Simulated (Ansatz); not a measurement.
A made-up structure of C2HN, singlet:

C1  (0.955, 0.668, 0.031)
C2  (-0.296, 0.060, -0.069)
N3  (0.698, -0.681, 0.282)
H4  (1.550, 1.544, 0.072)
(Å)

It is relaxed with PBE-D4/def2-SVP and then PBE0-D4/def2-TZVP (Ansatz 0.2.0). Atoms count as bonded within 1.22 times the sum of their covalent radii (H–H: 0.88 Å). The end point is not checked to be a true minimum.

Task: Does its bonding change? (Judge from chemistry; the calculation decides.)

Result: The calculation gives: No: no bond forms or breaks.

Where it ends: The first stage lowers the energy by 0.62 eV in 6 steps. It ends as C₂HN (C1=CN=1):
| atom | x (Å) | y (Å) | z (Å) |
| --- | --- | --- | --- |
| C1 | 0.8648 | 0.6737 | 0.0584 |
| C2 | -0.3715 | 0.0482 | -0.0940 |
| N3 | 0.8104 | -0.5948 | 0.2786 |
| H4 | 1.6032 | 1.4631 | 0.0734 |

For scale, one of the runs: PBE0-D4/def2-TZVP relaxation, 99 basis functions, launched by `ansatz run in.yaml --threads 2 --pin off --events-out ev --progress --plain --max-ram 4352MiB`. Hardware: 2 CPU threads of an AMD EPYC 7B13, shared host. Wall time about 4.6 s.
